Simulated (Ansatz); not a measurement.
This geometry of BClH2 + H3P (8 atoms, charge 0, multiplicity 1) is a first-order saddle point.

Method: Ansatz 0.2.0, RKS BHLYP/def2-SVP.

```xyz
8
Properties=species:S:1:pos:R:3
B 0.172 0.299 0.173
H -0.159 -0.445 1.154
Cl 1.680 -0.307 -0.595
H -0.852 0.421 -0.425
P 0.300 2.315 0.906
H 1.626 2.271 1.404
H 0.706 2.594 -0.416
H 0.167 0.581 1.407
```

Task: Which two structures does it join? (They come from a converged band through this point; their orientation in space is the band's.)

Result: Bonds broken: B1–H2, P5–H8. Bonds formed: B1–P5, H2–H8. BClH2 + H3P becomes BClH3P + H2.

First end point:

```xyz
8
Properties=species:S:1:pos:R:3
B 0.110 -0.549 -0.147
H -0.101 -0.911 0.969
Cl 1.681 -0.858 -0.832
H -0.706 0.000 -0.821
P 0.791 2.976 1.410
H 1.762 1.999 1.082
H 0.268 3.046 0.095
H -0.165 2.028 1.852
```

Last end point:

```xyz
8
Properties=species:S:1:pos:R:3
B 0.529 0.796 -0.360
H -0.705 -0.972 2.188
Cl 1.580 -0.603 -0.290
H -0.524 0.668 -0.907
P 0.949 2.401 0.552
H 2.336 2.490 0.317
H 0.506 3.330 -0.413
H -1.030 -0.380 2.523
```

Task: How far does it lie above each of them?

Result: 28.8 kcal/mol above the first and 24.8 kcal/mol above the second. This is the barrier of this one path; another mechanism may lie lower. The orbitals stay closed-shell, which can raise the energy where a bond breaks towards radicals; this wasn't checked here.

Time of the run: 2.5 min on 1 thread of Arm Neoverse V2, with other jobs on the host, peak memory 0.16 GiB.
